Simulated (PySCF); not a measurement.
HNO3: core ionisation energies

Compound: HNO3.
Numbering: `[O:1]=[N:2][O:3][OH:4]`

Computed with delta-SCF UKS SCAN, pcX-2 on the ionised atom, pcseg-1 elsewhere, spin-free X2C in PySCF 2.14.0. These are vertical core ionisation energies against the vacuum level, from separate self-consistent calculations with and without the core hole.

Task: Give the core binding energies atom by atom.

Result: 
| atom(s) | bonded to | level | binding energy (eV) | above the level's lowest (eV) | count |
| --- | --- | --- | --- | --- | --- |
| O1 | N (double bond) | O 1s | 540.68 | 0.00 | 1 |
| O3 | O and N | O 1s | 542.95 | +2.27 | 1 |
| O4 | O and H | O 1s | 540.87 | +0.19 | 1 |

The listed O 1s values span 2.27 eV, from O1 (bonded to N (double bond)) to O3 (bonded to O and N). Summing the Pauling electronegativity differences to the bonded atoms, each weighted by its formal bond order, gives -0.80 for the lowest site and -0.40 for the highest; no listed site has a larger sum than the highest. The smallest sum, -1.24, belongs to O4, 0.19 eV above the lowest.

Task: What is the longest wavelength that can ionise O 1s of O1 vertically?

Result: λ = hc/E = 12398.42 eV Å / 540.68 eV = 22.931 Å.

Not every level is listed. No level of nitrogen is listed. One conformer (not necessarily the lowest) at the GFN2-xTB geometry, without solvent, vibrations or thermal averaging.

Shape of the structure used: `[O:1]=[N:2][O:3][OH:4]`: O1–N2–O3–O4 0°, H–O4–O3–N2 0°.
